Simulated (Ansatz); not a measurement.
A made-up structure of BSiH4, doublet:

```
6
angstrom
B -0.0032 -0.8421 0.0930
Si 0.0027 0.7053 -0.0780
H -0.8090 -1.2298 0.9204
H 0.7989 -1.4074 -0.6290
H 0.9502 1.2828 -1.0638
H -0.9396 1.4911 0.7573
```

It is relaxed with PBE-D4/def2-SVP and then PBE0-D4/def2-TZVP (Ansatz 0.2.0). Atoms count as bonded within 1.22 times the sum of their covalent radii (H–H: 0.88 Å). The end point is not checked to be a true minimum.

(1) Does its bonding change? (Judge from chemistry; the calculation decides.)

Results:

(1) Computed: No: no bond forms or breaks.

Where it ends: The first stage lowers the energy by 2.50 eV in 6 steps. It ends as BSiH₄ ([BH2][SiH2]):
```
atom    x (Å)    y (Å)    z (Å)
  B1  -0.0040  -1.0396   0.1149
 Si2   0.0033   0.8708  -0.0962
  H3  -0.7507  -1.5457   0.8973
  H4   0.7382  -1.7099  -0.5376
  H5   0.8815   1.6157  -1.0323
  H6  -0.8683   1.8087   0.6539
```

Labels in which every atom is bracketed show which atoms are joined, not bond orders.

For scale, one of the runs: PBE0-D4/def2-TZVP relaxation, 92 basis functions, launched by `ansatz run in.yaml --threads 2 --pin off --events-out ev --progress --plain --max-ram 4352MiB`. The run took about 7.5 s on 2 CPU threads of an Arm Neoverse V1 (shared host).
